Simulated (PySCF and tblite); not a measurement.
The numbers below are computed, except where a source is named.
CH3CH2CF2CH3, C4H8F2, numbered as in [CH3:1][CH2:2][C:3]([CH3:4])([F:5])[F:6]. Geometries PBE0-D3(BJ)/def2-SVP; weights from PBE0-D3(BJ)/def2-TZVP (IEF-PCM, chloroform) energies and GFN2-xTB thermal corrections, with symmetry numbers and mirror pairs. Conformers within 3 kcal/mol (GFN2-xTB free energy) were kept, 8 at most. GIAO shieldings: PBE0/pcSseg-1 (IEF-PCM, chloroform). Shifts are against TMS (¹H), TMS (¹³C), CFCl3 (¹⁹F) at the same level. Run with PySCF (density fitting) and tblite.

Torsions listed: C1–C2–C3–F5. Of a mirror pair one member is shown.

```json
{"conformer": "1", "shape": "58°", "point group": "Cs", "mirror pair": "no", "ΔE(DFT)": "0.00", "Δ(G−E) at 273.15 K": "0.00", "δ C4 (ppm)": "26.6"}
{"conformer": "2", "shape": "-61°", "point group": "C1", "mirror pair": "yes", "ΔE(DFT)": "0.01", "Δ(G−E) at 273.15 K": "0.12", "δ C4 (ppm)": "22.9"}
```

Energies in kcal/mol; the thermal term leaves out symmetry numbers and mirror images.

Task: Work out the weights at 273.15 K and the ¹³C shift of C4 under fast exchange.

Result: RT = 0.543 kcal/mol. Each conformer gets RT ln(σ/g), with σ the rotational symmetry number and g = 2 for a mirror pair: 1: σ = 1, g = 1, G = 0.00 + 0.00 + 0.00 = 0.00, 0.24 above the lowest, exp(−ΔG/RT) = 0.637; 2: σ = 1, g = 2, G = 0.01 + 0.12 − 0.38 = -0.24, 0.00 above the lowest, exp(−ΔG/RT) = 1.000. The sum is 1.637, so the weights are 38.9, 61.1 %. The averaged shift is 24.3 ppm. At 298.15 K it is 24.3 ppm. At 298.15 K the leading conformer alone gives 22.9 ppm and bare DFT energies give 24.8 ppm.
